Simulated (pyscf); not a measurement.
Homolytic dissociation enthalpies at 298 K of Ge–O, O–Si, O–Sn bonds in 6 gas-phase molecules, in kcal/mol. Optimised with ωB97X-D3(BJ)/def2-SVP in PySCF. Both columns use the same structures and thermal terms. Rows were drawn at random from the closed-shell molecules with such a bond whose radicals are computed, keep their shape and have no isomer in the data more than 5 kcal/mol lower.

```
row                    molecule                       radicals  B3LYP-D3(BJ)/def2-TZVP  ωB97M-D3(BJ)/def2-TZVP
---  --------------------------  -----------------------------  ----------------------  ----------------------
1            HO–Si(F)(F)–O–SiH₃          OH• + F–Si•(F)–O–SiH₃                   133.3                   139.2
2           HO–Si(F)(SiH₃)–SiH₃         OH• + F–Si•(SiH₃)–SiH₃                   119.1                   123.5
3                  HO–SnH₂–GeH₃               OH• + H₃Ge–SnH₂•                    84.8                    86.6
4           H₂N–Ge(NH₂)(NH₂)–OH         H₂N–Ge•(NH₂)–NH₂ + OH•                   100.5                       ?
5         F–SiH(F)–O–Si(F)(F)–F       F–SiH•–F + •O–Si(F)(F)–F                   142.3                   147.2
6    HO–SiH(OH)–O–Si(OH)(OH)–OH  HO–SiH•–OH + •O–Si(OH)(OH)–OH                   138.9                   144.9
```

Task: Fit a line that carries the B3LYP-D3(BJ) values to the last column and predict row 4.

Result: In the 5 complete rows the last column lies 1.8 to 6.0 kcal/mol from B3LYP-D3(BJ) (mean 4.6, median 4.9). Least squares gives y = -4.1 + 1.07·x with residuals of 0.6 kcal/mol (root mean square). For row 4: -4.1 + 1.07 × 100.5 = 103.4 kcal/mol. The computed value is 105.9 kcal/mol, 2.5 over the line. Left out: the spin-orbit lowering of OH. Elements up to Kr have no core potential and no relativistic terms here. Elements past Kr carry the def2 core potentials, without spin-orbit coupling.
